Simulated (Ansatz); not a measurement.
Geometry optimisation, RKS CAM-B3LYP-D4/STO-3G in Ansatz 0.2.0.

Input:

```yaml
crystal:
  periodic: [false, false, false]
  atoms:
    - { symbol: "N", position_ang: [0.2434, 1.96, 0.1234] }
    - { symbol: C, position_ang: [0.3563, 0.7392, 0.2765] }
    - { symbol: "N", position_ang: [1.35611, 0.30355, 1.12209] }
    - { symbol: C, position_ang: [1.32079, -0.98731, 1.26631] }
    - { symbol: F, position_ang: [0.54679, -1.80414, 0.64503] }
    - { symbol: H, position_ang: [-0.5972, 2.1129, -0.537] }
    - { symbol: H, position_ang: [-0.37615, 0.06985, -0.25707] }
    - { symbol: H, position_ang: [2.1147, -1.42091, 1.92665] }
basis:
  gaussian: { orbitals: STO-3G }
hamiltonian:
  xc: cam_b3lyp
  dispersion: d4
relax:
  f_tol: 0.015
  max_steps: 40
```

Command:

```bash
$ ansatz run input.yaml --threads 1 --pin off --max-ram 2048MiB --backend cpu --events-out ev --progress --plain --runs-dir out
```

Problem. Where does it end, and by what steps?

Solution. The run converged. Limits of this set-up: minimal basis. After 7 steps the energy has fallen by 0.751 eV; N1 moved furthest, 0.12 Å.

```json
{"step": "0", "energy less start (eV)": "0.0000", "largest force component (eV/Å)": "7.277", "accepted": "yes"}
{"step": "1", "energy less start (eV)": "-0.6507", "largest force component (eV/Å)": "1.360", "accepted": "yes"}
{"step": "2", "energy less start (eV)": "-0.5626", "largest force component (eV/Å)": "1.623", "accepted": "no"}
{"step": "3", "energy less start (eV)": "-0.6841", "largest force component (eV/Å)": "1.052", "accepted": "yes"}
{"step": "4", "energy less start (eV)": "-0.7435", "largest force component (eV/Å)": "0.284", "accepted": "yes"}
{"step": "5", "energy less start (eV)": "-0.7484", "largest force component (eV/Å)": "0.288", "accepted": "yes"}
{"step": "6", "energy less start (eV)": "-0.7512", "largest force component (eV/Å)": "0.033", "accepted": "yes"}
{"step": "7", "energy less start (eV)": "-0.7514", "largest force component (eV/Å)": "0.008", "accepted": "yes"}
```

```xyz
8
Properties=species:S:1:pos:R:3
N 0.194 2.070 0.093
C 0.307 0.778 0.255
N 1.370 0.297 1.156
C 1.380 -1.009 1.279
F 0.526 -1.879 0.670
H -0.622 2.210 -0.588
H -0.325 0.002 -0.227
H 2.136 -1.497 1.929
```

Run time: 23 s on 1 CPU thread of a shared host.
